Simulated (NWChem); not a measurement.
# Basis-set dependence for P

```xyz
1

P      0.0000     0.0000     0.0000
```
Charge 0, spin multiplicity 4.

Everything below was run with NWChem.

Hartree-Fock energies in Ha, correlation energies in mHa.

The correlated methods keep 5 core orbitals frozen. No SCF solution was tested for a lower state. Open-shell Hartree-Fock references start from PBE0 orbitals. No row is a measurement; the coupled-cluster row has its own basis-set and correlation limits.

```csv
basis,functions,UHF,UMP2,SCS-UMP2,URI-MP2,CCSD on ROHF,CCSD[T] on ROHF,CCSD(T) on ROHF,CCSD on UHF,CCSD[T] on UHF,CCSD(T) on UHF,CCSDT on ROHF
STO-3G,9,-336.86877,not run,not run,not run,not run,not run,not run,not run,not run,not run,not run
cc-pVDZ,18,-340.70905,-63.5,-61.2,-63.5,-81.3,-82.4,-82.4,-81.3,-82.3,-82.3,-82.6
cc-pVTZ,34,-340.71631,-83.3,-80.2,-83.3,-101.2,-105.4,-105.4,-100.9,-104.7,-104.7,-105.7
cc-pVQZ,59,-340.71872,-88.9,-86.1,-88.9,-105.0,-110.0,-110.0,-104.7,-109.2,-109.2,not run
```

From cc-pVTZ to cc-pVQZ the Hartree-Fock energy moves by -2.4 mHa and the UMP2 correlation energy by -5.6 mHa, which is 6 % of its value in the larger set.
